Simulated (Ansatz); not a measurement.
Caution, from a PySCF single point (B3LYP-D3(BJ)/def2-TZVP) at this geometry: the restricted solution is unstable towards spin-unrestricted or complex orbitals, so a lower solution exists and this singlet may not be the ground state. This singlet is an excited state, 0.56 eV above the relaxed triplet at the level B3LYP/cc-pVTZ // B3LYP-D3(BJ)/def2-TZVP (Ansatz, a first-principles code).

Computed with B3LYP-D3(BJ)/def2-TZVP run with Ansatz. No frequencies were computed at this level.

Ansatz 0.2 input:
```yaml
crystal:
  periodic: [false, false, false]
  atoms:
    - { symbol: C, position_ang: [-0.867469, 0.254843, -0.120202] }
    - { symbol: C, position_ang: [0.288736, -0.58283, 0.083475] }
    - { symbol: C, position_ang: [1.531113, -0.409977, -0.418422] }
    - { symbol: N, position_ang: [2.659232, -0.491894, -0.707047] }
    - { symbol: H, position_ang: [-1.379853, -0.267766, -0.940277] }
    - { symbol: H, position_ang: [-0.684295, 1.285925, -0.438232] }
    - { symbol: H, position_ang: [-1.547473, 0.211698, 0.731576] }
basis:
  gaussian: { orbitals: def2-tzvp }
hamiltonian:
  xc: b3lyp
  dispersion: d3bj
relax:
  max_steps: 150
```

Output:

```
Functional definition: B3LYP
827 factors; their error is unknown
mean field evaluation 1: about -4641.1339 eV, gradient 5.4e1 eV
mean field evaluation 2: about -4637.1608 eV, gradient 6.7e1 eV
mean field evaluation 4: about -4647.5469 eV, gradient 2.7e0 eV
mean field evaluation 8: about -4647.5587 eV, gradient 4.5e-1 eV
mean field evaluation 16: about -4647.5590 eV, gradient 8.5e-5 eV
mean field -4647.55896303 eV, -170.7946416629 hartree, gradient 4.2e-5 eV, S^2 0.000000; 0 other end points of the search recorded, 0 dependent functions left out
reference -4647.55918259 eV, -170.7946497313 hartree; 14, 14 occupied and 128, 128 virtual orbitals, 827 factors
relax step   1: F+E_penalty+E_count = -4647.74801524 eV  Δ(F+E_penalty+E_count) = +0.000e0 eV  max|allowed force component| = 7.935e-1 eV/Å  Δτ_max = 0.0000 Å  (31 SCF iters, accepted)
these checks for a lower state are left out or cut short: starts, cluster_reference, orbital_swaps, neighbouring_geometries, increment
827 factors; their error is unknown
mean field -4647.59104916 eV, -170.7958208064 hartree, gradient 1.2e-5 eV, S^2 0.000000; 0 other end points of the search recorded, 0 dependent functions left out
reference -4647.59126951 eV, -170.7958289041 hartree; 14, 14 occupied and 128, 128 virtual orbitals, 827 factors
relax step   2: F+E_penalty+E_count = -4647.78026579 eV  Δ(F+E_penalty+E_count) = -3.225e-2 eV  max|allowed force component| = 4.489e-1 eV/Å  Δτ_max = 0.0380 Å  (37 SCF iters, accepted)
these checks for a lower state are left out or cut short: starts, cluster_reference, orbital_swaps, neighbouring_geometries, increment
827 factors; their error is unknown
mean field evaluation 32: about -4647.6132 eV, gradient 1.4e-4 eV
mean field -4647.61322557 eV, -170.7966357744 hartree, gradient 1.9e-5 eV, S^2 0.000000; 0 other end points of the search recorded, 0 dependent functions left out
reference -4647.61344716 eV, -170.7966439176 hartree; 14, 14 occupied and 128, 128 virtual orbitals, 827 factors
relax step   3: F+E_penalty+E_count = -4647.80407354 eV  Δ(F+E_penalty+E_count) = -2.381e-2 eV  max|allowed force component| = 1.147e0 eV/Å  Δτ_max = 0.0930 Å  (36 SCF iters, accepted)
these checks for a lower state are left out or cut short: starts, cluster_reference, orbital_swaps, neighbouring_geometries, increment
827 factors; their error is unknown
mean field -4647.62169310 eV, -170.7969469502 hartree, gradient 1.6e-5 eV, S^2 0.000000; 0 other end points of the search recorded, 0 dependent functions left out
reference -4647.62191440 eV, -170.7969550830 hartree; 14, 14 occupied and 128, 128 virtual orbitals, 827 factors
relax step   4: F+E_penalty+E_count = -4647.81308127 eV  Δ(F+E_penalty+E_count) = -9.008e-3 eV  max|allowed force component| = 5.728e-1 eV/Å  Δτ_max = 0.0239 Å  (37 SCF iters, accepted)
these checks for a lower state are left out or cut short: starts, cluster_reference, orbital_swaps, neighbouring_geometries, increment
827 factors; their error is unknown
mean field -4647.62486647 eV, -170.7970635695 hartree, gradient 9.5e-6 eV, S^2 0.000000; 0 other end points of the search recorded, 0 dependent functions left out
reference -4647.62508763 eV, -170.7970716969 hartree; 14, 14 occupied and 128, 128 virtual orbitals, 827 factors
relax step   5: F+E_penalty+E_count = -4647.81701157 eV  Δ(F+E_penalty+E_count) = -3.930e-3 eV  max|allowed force component| = 4.123e-2 eV/Å  Δτ_max = 0.0331 Å  (38 SCF iters, accepted)
these checks for a lower state are left out or cut short: starts, cluster_reference, orbital_swaps, neighbouring_geometries, increment
827 factors; their error is unknown
mean field -4647.62502922 eV, -170.7970695506 hartree, gradient 1.1e-5 eV, S^2 0.000000; 0 other end points of the search recorded, 0 dependent functions left out
reference -4647.62525051 eV, -170.7970776828 hartree; 14, 14 occupied and 128, 128 virtual orbitals, 827 factors
relax step   6: F+E_penalty+E_count = -4647.81729794 eV  Δ(F+E_penalty+E_count) = -2.864e-4 eV  max|allowed force component| = 4.948e-2 eV/Å  Δτ_max = 0.0112 Å  (38 SCF iters, accepted)
these checks for a lower state are left out or cut short: starts, cluster_reference, orbital_swaps, neighbouring_geometries, increment
827 factors; their error is unknown
mean field -4647.62502025 eV, -170.7970692210 hartree, gradient 1.2e-5 eV, S^2 0.000000; 0 other end points of the search recorded, 0 dependent functions left out
reference -4647.62524161 eV, -170.7970773554 hartree; 14, 14 occupied and 128, 128 virtual orbitals, 827 factors
relax step   7: F+E_penalty+E_count = -4647.81738249 eV  Δ(F+E_penalty+E_count) = -8.455e-5 eV  max|allowed force component| = 7.606e-3 eV/Å  Δτ_max = 0.0056 Å  (37 SCF iters, accepted)
827 factors; their error is unknown
mean field evaluation 64: about -4647.6307 eV, gradient 2.1e-4 eV
mean field -4647.62502025 eV, -170.7970692210 hartree, gradient 8.1e-6 eV, S^2 0.000000; 1 other end points of the search recorded, 0 dependent functions left out
reference -4647.62524161 eV, -170.7970773554 hartree; 14, 14 occupied and 128, 128 virtual orbitals, 827 factors
Total energy: -4647.81760384 eV, -170.8041465372 hartree
Atom 0 at    -0.833994     0.249438    -0.091038 Å, force    -0.005260    -0.004593     0.004357 eV/Å
Atom 1 at     0.263427    -0.657705     0.226228 Å, force     0.007607     0.002453    -0.004922 eV/Å
Atom 2 at     1.480480    -0.449633    -0.387274 Å, force    -0.006771     0.003382     0.006586 eV/Å
Atom 3 at     2.562156    -0.380742    -0.825488 Å, force     0.005317    -0.003800    -0.003541 eV/Å
Atom 4 at    -1.272962    -0.269829    -0.968541 Å, force    -0.001171     0.002998     0.003263 eV/Å
Atom 5 at    -0.578960     1.259668    -0.426325 Å, force     0.002459     0.000896    -0.001754 eV/Å
Atom 6 at    -1.620156     0.248802     0.663309 Å, force    -0.002181    -0.001335    -0.003989 eV/Å
Dipole moment:    -0.714650     0.293018    -0.033336 e Å
```

Cost: roughly 21 core-seconds.
